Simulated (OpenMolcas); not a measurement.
**Mg₂: electronic states by CASSCF, CASPT2 and spin–orbit RASSI**

Aim: the low electronic states of Mg₂, first without spin–orbit coupling and then as Ω levels, at one distance and along the bond.

Program: OpenMolcas 26.06. Level of theory: SA-CASSCF(4,8), XMS-CASPT2, RASSI; ANO-RCC-VTZP. These are calculated values, not measurements.

## (1) Input

C2 symmetry about the axis (a holds Σ, Δ, Γ; b holds Π, Φ, H; Σ⁺ and Σ⁻ are not told apart); roots by multiplicity and irrep: 1a 3, 3a 2, 3b 6, 1b 4.

Active shells: Mg 3s 3p, Mg 3s 3p.

File m.inp:

```
&GATEWAY
Coord
2
angstrom
Mg 0.0 0.0 0.0
Mg 0.0 0.0 3.5780
Basis=ANO-RCC-VTZP
Group=XY
RX2C
AMFI
ANGMom
0.0 0.0 0.0
RICD
&SEWARD
&GUESSORB
&RASSCF
FileOrb=$CurrDir/o11.orb
Symmetry=1
Spin=1
nActEl=4 0 0
Inactive=6 4
RAS2=4 4
CIRoot=3 3 1
Linear
Iterations=120 100
OrbListing=Nothing
PRWF=0.15
>>COPY $Project.RasOrb $CurrDir/o11.orb
>>COPY $Project.rasscf.h5 $CurrDir/r11.h5
&CASPT2
XMultistate=all
Imaginary=0.2
IPEA=0.25
MaxIter=40
>>COPY $Project.JobMix JOB001
&RASSCF
FileOrb=$CurrDir/o31.orb
Symmetry=1
Spin=3
nActEl=4 0 0
Inactive=6 4
RAS2=4 4
CIRoot=2 2 1
Linear
Iterations=120 100
OrbListing=Nothing
PRWF=0.15
>>COPY $Project.RasOrb $CurrDir/o31.orb
>>COPY $Project.rasscf.h5 $CurrDir/r31.h5
&CASPT2
XMultistate=all
Imaginary=0.2
IPEA=0.25
MaxIter=40
>>COPY $Project.JobMix JOB002
&RASSCF
FileOrb=$CurrDir/o32.orb
Symmetry=2
Spin=3
nActEl=4 0 0
Inactive=6 4
RAS2=4 4
CIRoot=6 6 1
Linear
Iterations=120 100
OrbListing=Nothing
PRWF=0.15
>>COPY $Project.RasOrb $CurrDir/o32.orb
>>COPY $Project.rasscf.h5 $CurrDir/r32.h5
&CASPT2
XMultistate=all
Imaginary=0.2
IPEA=0.25
MaxIter=40
>>COPY $Project.JobMix JOB003
&RASSCF
FileOrb=$CurrDir/o12.orb
Symmetry=2
Spin=1
nActEl=4 0 0
Inactive=6 4
RAS2=4 4
CIRoot=4 4 1
Linear
Iterations=120 100
OrbListing=Nothing
PRWF=0.15
>>COPY $Project.RasOrb $CurrDir/o12.orb
>>COPY $Project.rasscf.h5 $CurrDir/r12.h5
&CASPT2
XMultistate=all
Imaginary=0.2
IPEA=0.25
MaxIter=40
>>COPY $Project.JobMix JOB004
&RASSI
Nr of JobIphs=4 3 2 6 4
1 2 3
1 2
1 2 3 4 5 6
1 2 3 4
SpinOrbit
EJob
Omega
MEES
MESO
Properties=4
'AngMom' 3 'Mltpl  1' 1 'Mltpl  1' 2 'Mltpl  1' 3
Thrs=1.0d-4
>>COPY $Project.rassi.h5 $CurrDir/so.h5
```

Each module block was a call of its own in one work directory; start orbitals came from a preliminary run.

Launch:

```console
$ pymolcas m.inp
```

## (2) CASSCF and CASPT2, block by block

Further steps of the session: Spin–orbit coupling by RASSI.

Before running it: what results should come out? Wanted: lowest spin-free state; next spin-free state; lowest level; next level; lowering by spin–orbit coupling.

As calculated:

```
                       quantity               value
         lowest spin-free state               (1)1Σ
           next spin-free state     (1)3Σ, 2.136 eV
                   lowest level  Ω = 0, 100 % (1)1Σ
                     next level   Ω = 0, 17226 cm⁻¹
lowering by spin–orbit coupling              0 cm⁻¹
```

In words: At 3.578 Å the lowest computed level has Ω = 0 and is 100 % (1)1Σ. g and u states are not told apart. Only the spin multiplicities and numbers of roots in the input were computed, so the list of states is not complete and the lowest one found need not be the ground state; labels number the states computed.
